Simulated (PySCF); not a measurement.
C2H4F (doublet state).
Numbering: `[CH3:1][CH:2][F:3]` (hydrogens: H4, H5, H6 on C1; H7 on C2)

Structure used (GFN2-xTB), in Å, numbered top down from 1:
```
atom  x, y, z in Å
C1    -0.6442   -0.0084   -0.0594
C2     0.8234   -0.0898   -0.0904
F3     1.5113    1.0349    0.1961
H4    -1.0252    0.1394    0.9600
H5    -0.9891    0.8402   -0.6517
H6    -1.0692   -0.9268   -0.4535
H7     1.3964   -0.9846    0.0718
```

The calculation used PySCF 2.14.0, UKS B3LYP, pcH-1 on C F H, non-relativistic, mean-field spin-orbit, GIAO. Isolated species at its GFN2-xTB geometry, gas phase. A GFN2-xTB geometry isn't a minimum of the functional, and hyperfine couplings can be far from their values at a DFT geometry.

Computed for the main isotopes (class means, splittings of 0.05 mT or more): g = 2.0038; F3 19F +158.9 MHz (5.67 mT); H4/H5/H6 1H +74.3 MHz (2.65 mT); H7 1H -50.1 MHz (1.79 mT); 16 first-order lines, 15.40 mT wide.

Problem. What changes when 1H at H4/H5/H6 is replaced by 2H at all these sites?

Solution. Only the nuclear moment changes in this model. The ratio of g factors is 0.85744/5.58569 = 0.1535, so a goes from +74.3 to +11.4 MHz (0.407 mT). The spin goes from 1/2 to 1, so the 1:3:3:1 quartet becomes a 1:3:6:7:6:3:1 septet. The spectrum then has 28 first-order lines over 9.89 mT.

Problem. Where do the 13C satellites of C2 appear, and how strong are they?

Solution. a = +161.5 MHz, or 5.76 mT in magnitude, and I = 1/2, so to first order each main line has two satellites, at ±2.88 mT. The isotope's abundance is about 1.07 %, shared among 2 lines, so each has 0.54 % of the main line's intensity.

Problem. Where do the 13C satellites of C1 appear, and how strong are they?

Solution. a = -25.6 MHz, or 0.91 mT in magnitude, and I = 1/2, so to first order each main line has two satellites, at ±0.46 mT. The isotope's abundance is about 1.07 %, shared among 2 lines, so each has 0.54 % of the main line's intensity.

Means are taken over nuclei equivalent by connectivity, which assumes that they swap fast. The three 1H nuclei of mean +74.3 MHz run from 10.6 to 147.6 MHz in the frozen geometry.
